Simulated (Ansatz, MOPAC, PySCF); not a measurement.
H2O (SMILES O) with H2O (SMILES O) on the geometries of the S66x8 set, where R/Re scales the closest contact. Geometry at R/Re = 1.00 (charge 0, multiplicity 1):
```xyz
6

O     -1.524    -0.044     0.005
H     -1.844     0.859    -0.017
H     -0.565     0.055     0.000
O      1.447     0.039    -0.005
H      1.823    -0.400     0.762
H      1.819    -0.437    -0.750
```

Interaction energies with rigid monomers; basis-set methods are counterpoise corrected unless marked otherwise.

Rows in 3-21G, 6-31G* carry no dispersion term and start afresh at each structure (6-31G* with six Cartesian d functions). MP2/6-31G* freezes PySCF's default core. The state reached by PM6 isn't checked.

Run with Ansatz (a first-principles code) with Gaussian orbitals; MOPAC for PM6 (differences of heats of formation); PySCF for 3-21G rows, 6-31G* rows. 

```json
[
 {"R/Re": "0.90", "PM6 (kcal/mol)": "-3.82", "HF/3-21G (no counterpoise) (kcal/mol)": "-10.66", "HF/aug-cc-pVDZ (kcal/mol)": "-2.80", "B3LYP/3-21G (no counterpoise) (kcal/mol)": "-13.57", "MP2/6-31G* (kcal/mol)": "-4.62"},
 {"R/Re": "1.00", "PM6 (kcal/mol)": "-3.86", "HF/3-21G (no counterpoise) (kcal/mol)": "-10.22", "HF/aug-cc-pVDZ (kcal/mol)": "-3.75", "B3LYP/3-21G (no counterpoise) (kcal/mol)": "-12.53", "MP2/6-31G* (kcal/mol)": "[?]"},
 {"R/Re": "1.10", "PM6 (kcal/mol)": "-3.44", "HF/3-21G (no counterpoise) (kcal/mol)": "-8.94", "HF/aug-cc-pVDZ (kcal/mol)": "-3.73", "B3LYP/3-21G (no counterpoise) (kcal/mol)": "-10.73", "MP2/6-31G* (kcal/mol)": "-4.97"},
 {"R/Re": "1.25", "PM6 (kcal/mol)": "-2.62", "HF/3-21G (no counterpoise) (kcal/mol)": "-6.57", "HF/aug-cc-pVDZ (kcal/mol)": "[?]", "B3LYP/3-21G (no counterpoise) (kcal/mol)": "-7.61", "MP2/6-31G* (kcal/mol)": "-3.96"},
 {"R/Re": "1.50", "PM6 (kcal/mol)": "-1.62", "HF/3-21G (no counterpoise) (kcal/mol)": "-3.32", "HF/aug-cc-pVDZ (kcal/mol)": "-2.04", "B3LYP/3-21G (no counterpoise) (kcal/mol)": "-3.43", "MP2/6-31G* (kcal/mol)": "-2.46"},
 {"R/Re": "2.00", "PM6 (kcal/mol)": "-0.79", "HF/3-21G (no counterpoise) (kcal/mol)": "-1.17", "HF/aug-cc-pVDZ (kcal/mol)": "-0.91", "B3LYP/3-21G (no counterpoise) (kcal/mol)": "-1.00", "MP2/6-31G* (kcal/mol)": "-1.03"}
]
```

Some entries are withheld; supply them.


- 1.00, MP2/6-31G* (kcal/mol): -5.31
- 1.25, HF/aug-cc-pVDZ (kcal/mol): -3.11
